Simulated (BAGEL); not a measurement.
# A workflow on C2H5Al (SMILES C=[CH][AlH2])

Wanted: the energy (HF/cc-pVDZ), then a single-point energy (NEVPT2(2,2)/cc-pVDZ), then the energy (CASPT2(2,2)/cc-pVDZ) of C2H5Al. 

The calculation is run with BAGEL 1.2.2.

2 further runs of the same task are left out: 2 set aside as unsound or not needed.

**1. The system as given**

C2H5Al has 8 atoms, charge 0, and is taken as a singlet. As SMILES, `C=[CH][AlH2]`. The Al3–H8 distance was set to 2.144 Å, away from the relaxed value. At this shape a bond of the SMILES string is far longer than usual.

Bond lengths: C1–C2 1.337 Å, C2–Al3 1.938 Å, C1–H4 1.089 Å, C1–H5 1.089 Å, C2–H6 1.090 Å, Al3–H7 1.588 Å. Angles: C1–C2–Al3 119.6°, C1–C2–H6 116.7°, Al3–C2–H6 123.7°, C2–C1–H4 121.7°, C2–C1–H5 123.0°, C2–Al3–H7 122.1°, H4–C1–H5 115.3°.

**2. The energy at HF/cc-pVDZ (density fitting with svp-jkfit) (run 1)**

Input file input.json:

```json
{ "bagel" : [

{
  "title" : "molecule",
  "basis" : "cc-pvdz.json",
  "df_basis" : "svp-jkfit",
  "angstrom" : "true",
  "geometry" : [
    { "atom" : "C", "xyz" : [   -0.705679,    1.244870,   -0.180646 ] },
    { "atom" : "C", "xyz" : [    0.523221,    1.066670,    0.314454 ] },
    { "atom" : "Al", "xyz" : [    1.255021,   -0.723630,    0.438354 ] },
    { "atom" : "H", "xyz" : [   -1.312679,    0.407070,   -0.519146 ] },
    { "atom" : "H", "xyz" : [   -1.170779,    2.224970,   -0.275546 ] },
    { "atom" : "H", "xyz" : [    1.059821,    1.961770,    0.629054 ] },
    { "atom" : "H", "xyz" : [    2.708221,   -1.002230,    1.014054 ] },
    { "atom" : "H", "xyz" : [    0.004400,   -2.327000,   -0.241900 ] }
  ]
},
{
  "title" : "hf"
},
{
  "title" : "print",
  "file" : "orbitals.molden",
  "orbitals" : "true"
}

]}
```

The basis set cc-pVDZ is read from a file made from the Basis Set Exchange's data (not shown).

Command:

```console
BAGEL_NUM_THREADS=1 BAGEL input.json > input.out
```

Standard output:

```text
* using 1 threads per process

  ===============================================================
  ===============================================================

  *** Geometry ***

  { "atom" : "C", "xyz" : [     -1.333540,      2.352463,     -0.341371 ] },
  { "atom" : "C", "xyz" : [      0.988744,      2.015714,      0.594232 ] },
  { "atom" : "Al", "xyz" : [      2.371646,     -1.367463,      0.828369 ] },
  { "atom" : "H", "xyz" : [     -2.480604,      0.769251,     -0.981044 ] },
  { "atom" : "H", "xyz" : [     -2.212452,      4.204584,     -0.520706 ] },
  { "atom" : "H", "xyz" : [      2.002771,      3.707208,      1.188740 ] },
  { "atom" : "H", "xyz" : [      5.117796,     -1.893940,      1.916284 ] },
  { "atom" : "H", "xyz" : [      0.008315,     -4.397393,     -0.457125 ] },

  Number of auxiliary basis functions:      368

  Since a DF basis is specified, we compute 2- and 3-index integrals:
    o Being stored without compression. Storage requirement is 0.015 GB

  Number of basis functions:       71
  Number of electrons      :       30

    * METHOD: MOLECULE                             0.11

  *** RHF ***

  === Nuclear Repulsion ===
    82.6691307531

      * DIIS with orbital gradients will be used.

  === RHF iteration (cc-pvdz.json) ===
      0       -320.38472474          0.01421043           0.02
      1       -320.47094833          0.00615701           0.02
      2       -320.48488897          0.00143068           0.03
      3       -320.48607471          0.00018340           0.02
      4       -320.48609157          0.00009486           0.02
      5       -320.48609597          0.00002509           0.03
      6       -320.48609654          0.00000850           0.03
      7       -320.48609661          0.00000217           0.02
      8       -320.48609661          0.00000043           0.02
      9       -320.48609661          0.00000016           0.03
     10       -320.48609661          0.00000006           0.03
     11       -320.48609661          0.00000002           0.02
     12       -320.48609661          0.00000000           0.02
    * SCF iteration converged.

    * Permanent dipole moment:
           (   -0.057368,    -0.741764,    -0.097656) a.u.

    * METHOD: HF                                   0.38

    * METHOD: PRINT                                0.01

  ===============================================================
```

Run time: 0.64 s. Hardware: 1 thread of Arm Neoverse V2, shared host; peak memory 0.18 GiB.

**3. The energy at NEVPT2(2,2)/cc-pVDZ (density fitting with svp-jkfit) (run 2)**

Input file calc.json:

```json
{ "bagel" : [

{
  "title" : "molecule",
  "basis" : "cc-pvdz.json",
  "df_basis" : "svp-jkfit",
  "angstrom" : true,
  "geometry" : [
    { "atom" : "C", "xyz" : [      -0.705679,       1.244870,      -0.180646 ] },
    { "atom" : "C", "xyz" : [       0.523221,       1.066670,       0.314454 ] },
    { "atom" : "Al", "xyz" : [       1.255021,      -0.723630,       0.438354 ] },
    { "atom" : "H", "xyz" : [      -1.312679,       0.407070,      -0.519146 ] },
    { "atom" : "H", "xyz" : [      -1.170779,       2.224970,      -0.275546 ] },
    { "atom" : "H", "xyz" : [       1.059821,       1.961770,       0.629054 ] },
    { "atom" : "H", "xyz" : [       2.708221,      -1.002230,       1.014054 ] },
    { "atom" : "H", "xyz" : [       0.004400,      -2.327000,      -0.241900 ] }
  ]
},

{
  "title" : "hf"
},

{
  "title" : "nevpt2",
  "nstate" : 1,
  "nact" : 2,
  "nclosed" : 14,
  "active" : [15, 17],
  "maxiter" : 200,
  "natocc" : true,
  "ncore" : 7
},

{
  "title" : "print",
  "file" : "orbitals.molden",
  "orbitals" : true
}

]}
```

The basis set cc-pVDZ is read from a file made from the Basis Set Exchange's data (not shown).

Command:

```console
BAGEL_NUM_THREADS=1 BAGEL calc.json > calc.out
```

Standard output:

```text
* using 1 threads per process

  ===============================================================
  ===============================================================

  *** Geometry ***

  { "atom" : "C", "xyz" : [     -1.333540,      2.352463,     -0.341371 ] },
  { "atom" : "C", "xyz" : [      0.988744,      2.015714,      0.594232 ] },
  { "atom" : "Al", "xyz" : [      2.371646,     -1.367463,      0.828369 ] },
  { "atom" : "H", "xyz" : [     -2.480604,      0.769251,     -0.981044 ] },
  { "atom" : "H", "xyz" : [     -2.212452,      4.204584,     -0.520706 ] },
  { "atom" : "H", "xyz" : [      2.002771,      3.707208,      1.188740 ] },
  { "atom" : "H", "xyz" : [      5.117796,     -1.893940,      1.916284 ] },
  { "atom" : "H", "xyz" : [      0.008315,     -4.397393,     -0.457125 ] },

  Number of auxiliary basis functions:      368

  Since a DF basis is specified, we compute 2- and 3-index integrals:
    o Being stored without compression. Storage requirement is 0.015 GB

  Number of basis functions:       71
  Number of electrons      :       30

    * METHOD: MOLECULE                             0.11

  *** RHF ***

  === Nuclear Repulsion ===
    82.6691307531

      * DIIS with orbital gradients will be used.

  === RHF iteration (cc-pvdz.json) ===
      0       -320.38472474          0.01421043           0.02
      1       -320.47094833          0.00615701           0.02
      2       -320.48488897          0.00143068           0.02
      3       -320.48607471          0.00018340           0.02
      4       -320.48609157          0.00009486           0.02
      5       -320.48609597          0.00002509           0.02
      6       -320.48609654          0.00000850           0.02
      7       -320.48609661          0.00000217           0.03
      8       -320.48609661          0.00000043           0.02
      9       -320.48609661          0.00000016           0.02
     10       -320.48609661          0.00000006           0.03
     11       -320.48609661          0.00000002           0.02
     12       -320.48609661          0.00000000           0.02
    * SCF iteration converged.

    * Permanent dipole moment:
           (   -0.057368,    -0.741764,    -0.097656) a.u.

    * METHOD: HF                                   0.37

    * freezing 7 orbitals
  ---------------------------
      CASSCF calculation
  ---------------------------

    ==== Active orbitals : =====
         Orbital 15
         Orbital 17
    ============================

    * nstate   :      1
    * nclosed  :     14
    * nact     :      2
    * nvirt    :     55
  === CASSCF iteration (cc-pvdz.json) ===

    * Using the second-order algorithm

      0  0      -320.49285738     1.39e-03      0.01

      1  0      -320.50392816     1.51e-03      0.14

      2  0      -320.50887869     5.49e-04      0.15

      3  0      -320.50916231     2.08e-04      0.16

      4  0      -320.50917997     6.64e-05      0.15

      5  0      -320.50918134     1.95e-05      0.16

      6  0      -320.50918145     5.59e-06      0.16

      7  0      -320.50918146     1.59e-06      0.16

      8  0      -320.50918146     4.54e-07      0.16

      9  0      -320.50918146     1.29e-07      0.14

     10  0      -320.50918146     3.68e-08      0.17

     11  0      -320.50918146     1.05e-08      0.14

     12  0      -320.50918146     2.99e-09      0.17

    * Second-order optimization converged. *

     guess   0:   closed 1.                   open ..

  === FCI iteration ===

      0  0      -320.48520432     6.55e-02      0.00
      1  0      -320.50917547     8.53e-04      0.00
      2  0 *    -320.50918146     2.62e-16      0.00

     * ci vector, state   0, <S^2> = 0.0000
       2.     0.9836595739
       .2    -0.1800384477

  === DF-NEVPT2 calculation ===

    * 3-index integral transformation done
    * assembly done

      NEVPT2 correlation energy:   -0.3174873359      0.07

          (+0)     -0.2974509987
          (+0)'    -0.0018930388
          (+1)     -0.0040511426
          (+1)'    -0.0000000000
          (+2)     -0.0001258911
          (-1)     -0.0075806915
          (-1)'     0.0000000000
          (-2)     -0.0063855730

      NEVPT2 total energy:       -320.8266688006

    * METHOD: NEVPT2                               2.05

    * METHOD: PRINT                                0.01

  ===============================================================
```

Run time: 2.7 s. Hardware: 1 thread of Arm Neoverse V2, shared host; peak memory 0.18 GiB.

**4. A single-point energy at CASPT2(2,2)/cc-pVDZ (density fitting with svp-jkfit) (run 3)**

Input file calc.json:

```json
{ "bagel" : [

{
  "title" : "molecule",
  "basis" : "cc-pvdz.json",
  "df_basis" : "svp-jkfit",
  "angstrom" : true,
  "geometry" : [
    { "atom" : "C", "xyz" : [   -0.705679,    1.244870,   -0.180646 ] },
    { "atom" : "C", "xyz" : [    0.523221,    1.066670,    0.314454 ] },
    { "atom" : "Al", "xyz" : [    1.255021,   -0.723630,    0.438354 ] },
    { "atom" : "H", "xyz" : [   -1.312679,    0.407070,   -0.519146 ] },
    { "atom" : "H", "xyz" : [   -1.170779,    2.224970,   -0.275546 ] },
    { "atom" : "H", "xyz" : [    1.059821,    1.961770,    0.629054 ] },
    { "atom" : "H", "xyz" : [    2.708221,   -1.002230,    1.014054 ] },
    { "atom" : "H", "xyz" : [    0.004400,   -2.327000,   -0.241900 ] }
  ]
},
{
  "title" : "hf"
},
{
  "title" : "casscf",
  "nstate" : 1,
  "nact" : 2,
  "nclosed" : 14,
  "nspin" : 0,
  "active" : [15, 17],
  "maxiter" : 200,
  "natocc" : true
},
{
  "title" : "print",
  "file" : "orbitals.molden",
  "orbitals" : true
},
{
  "title" : "smith",
  "method" : "caspt2",
  "ms" : true,
  "xms" : true,
  "sssr" : true,
  "shift" : 0.2,
  "shift_imag" : true,
  "ncore" : 7
}

]}
```

The basis set cc-pVDZ is read from a file made from the Basis Set Exchange's data (not shown).

Command:

```console
BAGEL_NUM_THREADS=1 BAGEL calc.json > calc.out
```

Standard output:

```text
* using 1 threads per process

  ===============================================================
  ===============================================================

  *** Geometry ***

  { "atom" : "C", "xyz" : [     -1.333540,      2.352463,     -0.341371 ] },
  { "atom" : "C", "xyz" : [      0.988744,      2.015714,      0.594232 ] },
  { "atom" : "Al", "xyz" : [      2.371646,     -1.367463,      0.828369 ] },
  { "atom" : "H", "xyz" : [     -2.480604,      0.769251,     -0.981044 ] },
  { "atom" : "H", "xyz" : [     -2.212452,      4.204584,     -0.520706 ] },
  { "atom" : "H", "xyz" : [      2.002771,      3.707208,      1.188740 ] },
  { "atom" : "H", "xyz" : [      5.117796,     -1.893940,      1.916284 ] },
  { "atom" : "H", "xyz" : [      0.008315,     -4.397393,     -0.457125 ] },

  Number of auxiliary basis functions:      368

  Since a DF basis is specified, we compute 2- and 3-index integrals:
    o Being stored without compression. Storage requirement is 0.015 GB

  Number of basis functions:       71
  Number of electrons      :       30

    * METHOD: MOLECULE                             0.11

  *** RHF ***

  === Nuclear Repulsion ===
    82.6691307531

      * DIIS with orbital gradients will be used.

  === RHF iteration (cc-pvdz.json) ===
      0       -320.38472474          0.01421043           0.02
      1       -320.47094833          0.00615701           0.02
      2       -320.48488897          0.00143068           0.02
      3       -320.48607471          0.00018340           0.02
      4       -320.48609157          0.00009486           0.02
      5       -320.48609597          0.00002509           0.03
      6       -320.48609654          0.00000850           0.02
      7       -320.48609661          0.00000217           0.02
      8       -320.48609661          0.00000043           0.02
      9       -320.48609661          0.00000016           0.02
     10       -320.48609661          0.00000006           0.02
     11       -320.48609661          0.00000002           0.02
     12       -320.48609661          0.00000000           0.02
    * SCF iteration converged.

    * Permanent dipole moment:
           (   -0.057368,    -0.741764,    -0.097656) a.u.

    * METHOD: HF                                   0.36

  ---------------------------
      CASSCF calculation
  ---------------------------

    ==== Active orbitals : =====
         Orbital 15
         Orbital 17
    ============================

    * nstate   :      1
    * nclosed  :     14
    * nact     :      2
    * nvirt    :     55
  === CASSCF iteration (cc-pvdz.json) ===

    * Using the second-order algorithm

      0  0      -320.49285738     1.39e-03      0.01

      1  0      -320.50392816     1.51e-03      0.13

      2  0      -320.50887869     5.49e-04      0.15

      3  0      -320.50916231     2.08e-04      0.15

      4  0      -320.50917997     6.64e-05      0.16

      5  0      -320.50918134     1.95e-05      0.15

      6  0      -320.50918145     5.59e-06      0.16

      7  0      -320.50918146     1.59e-06      0.16

      8  0      -320.50918146     4.54e-07      0.16

      9  0      -320.50918146     1.29e-07      0.14

     10  0      -320.50918146     3.68e-08      0.14

     11  0      -320.50918146     1.05e-08      0.13

     12  0      -320.50918146     2.99e-09      0.11

    * Second-order optimization converged. *

     guess   0:   closed 1.                   open ..

  === FCI iteration ===

      0  0      -320.48520432     6.55e-02      0.00
      1  0      -320.50917547     8.53e-04      0.00
      2  0 *    -320.50918146     2.62e-16      0.00

     * ci vector, state   0, <S^2> = 0.0000
       2.     0.9836595739
       .2    -0.1800384477

    * METHOD: CASSCF                               1.80

    * METHOD: PRINT                                0.01

  === SMITH program ===

    * freezing 7 orbitals

    * Approximate memory requirement for SMITH calulation per MPI process:
      o Storage requirement for T-amplitude, lambda, and residual is 0.01 GB
      o Storage requirement for MO integrals is 0.00 GB
    * Calculating and saving rdm4f

    * Zeroth order energy : state  0       -0.6954694856

    * CASPT2 iteration is performed using orthogonal basis

      -------------------------------------------  CASPT2 iteration  ---------------------------------------------------
       #      aibj      arbs      arbi      airj      risj      airs      arst      rist         Etot      error   time
      ------------------------------------------------------------------------------------------------------------------

       0  -0.29582  -0.00782  -0.00772  -0.00457  -0.00021  -0.00169  -0.00000  -0.00000   -0.3178334  0.0007911   0.03
       1  -0.29591  -0.00784  -0.00774  -0.00467  -0.00022  -0.00174   0.00000  -0.00000   -0.3181204  0.0001362   0.03
       2  -0.29591  -0.00784  -0.00774  -0.00467  -0.00022  -0.00174  -0.00000  -0.00000   -0.3181272  0.0000275   0.03
       3  -0.29591  -0.00784  -0.00774  -0.00467  -0.00022  -0.00174   0.00000   0.00000   -0.3181275  0.0000054   0.03
       4  -0.29591  -0.00784  -0.00774  -0.00467  -0.00022  -0.00174   0.00000  -0.00000   -0.3181275  0.0000009   0.03

      ------------------------------------------------------------------------------------------------------------------

    * CASPT2 energy : state  0     -320.8297339960
        w/o shift correction       -320.8273089752
        reference weight              0.8871075095

    * METHOD: SMITH                                0.23

  ===============================================================
```

Run time: 2.7 s. Hardware: 1 thread of Arm Neoverse V2, shared host; peak memory 0.18 GiB.

**5. What came out**

| quantity | value |
| --- | --- |
| run 1, HF/cc-pVDZ: total energy | -320.48610 Eh |
| run 1, HF/cc-pVDZ: dipole moment | 1.91 D |
| run 1, HF/cc-pVDZ: HOMO energy | -10.01 eV |
| run 1, HF/cc-pVDZ: LUMO energy | 1.06 eV |
| run 1, HF/cc-pVDZ: HOMO–LUMO gap | 11.08 eV |
| run 2, NEVPT2(2,2)/cc-pVDZ: total energy | -320.82667 Eh |
| run 3, CASPT2(2,2)/cc-pVDZ: total energy | -320.82973 Eh |
